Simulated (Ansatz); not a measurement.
Cartesian coordinates (Å):
SMILES: [CH2-]CC
```xyz
10

C      1.5171    -0.0383    -0.2118
C      0.1941     0.6184     0.0738
C     -1.0767    -0.2796     0.1006
H      1.7784    -0.7906     0.5480
H      1.5405    -0.5063    -1.2078
H     -0.0050     1.4126    -0.6662
H      0.2274     1.1350     1.0485
H     -1.2041    -0.7824    -0.8638
H     -2.0011     0.2927     0.3186
H     -0.9705    -1.0615     0.8600
```
Charge -1, spin multiplicity 1.

Computed with frozen-core CCSD(T)/aug-cc-pVTZ // B3LYP-D3(BJ)/def2-TZVPD (Ansatz, a quantum-chemistry and plane-wave program).

```yaml
HF energy: -117.61486 Ha
MP2 correlation energy: -0.57328 Ha
```

Problem. Estimate the CCSD correlation energy, the (T) correction, the total energy and the T1 diagnostic.

Solution. 
- CCSD correlation energy: -0.60523 Ha
- (T) correction: -0.02656 Ha
- CCSD(T) total energy: -118.24666 Ha
- T1 diagnostic: 0.020
